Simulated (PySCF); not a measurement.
**Relaxation of doublet Li₃**

Computed with UPBE/[Li def2-SVP], no relativity, density fitting, PySCF. A (50,194) grid was used.

A start at or just off a symmetric point, pushed along the force that breaks its symmetry, of C2v symmetry, free to break it:

Coordinates in bohr (charge 0 multiplicity 2):
```
Li    0.0000    3.1757    0.0000
Li    2.8114   -1.5878    0.0000
Li   -2.8114   -1.5878    0.0000
```

**Question.** What does it relax to?

**Answer.** It ends at C2v with Li–Li 2.831 Å (×2), Li–Li 3.321 Å; Li–Li–Li 54.1° (×2), Li–Li–Li 71.8°. A frequency run shows a minimum.

**Question.** How much energy is released, and in how many steps?

**Answer.** 4.8 kJ/mol in 8 steps.
